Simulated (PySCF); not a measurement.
## One molecule, a ladder of functionals, a line

Molecule: `PBCl`, BClH3P.

Bonds (- single, = double, # triple, : aromatic): P1-B2 1.890 Å, B2-Cl3 1.749 Å. P1 carries H4, H5; B2 carries H6.

GIAO shieldings (ppm, equivalent atoms averaged) in PySCF 2.14.0 with density-fitted response routines on the PBE0-D3(BJ)/def2-SVP geometry, basis pcSseg-2, gas phase, non-relativistic:

| functional | exact exchange (%) | σ(B2) | σ(Cl3) |
| --- | --- | --- | --- |
| BLYP | 0 | 4.0 | 578.3 |
| BP86 | 0 | 8.5 | 582.3 |
| PBE | 0 | 7.0 | 579.1 |
| B3LYP | 20 | 8.0 | 616.0 |
| PBE0 | 25 | 12.1 | 627.2 |
| mPW1PW91 | 25 | 12.3 | 628.8 |
| HF | 100 | 30.9 | 742.8 |

**Question.** Fit each shielding as a line in the percentage of exact exchange.

**Answer.** σ(B2) = 5.9 + 0.25 x (rms 1.7 ppm); σ(Cl3) = 582.5 + 1.63 x (rms 3.5 ppm). The functionals also differ in their semilocal parts, which the line can't hold; Hartree–Fock has no correlation at all.

**Question.** What does the line predict for BHandHLYP (50 %), and what does the run give?

**Answer.** σ(B2): 18.4 predicted, 15.1 computed; σ(Cl3): 664.0 predicted, 667.2 computed ppm.
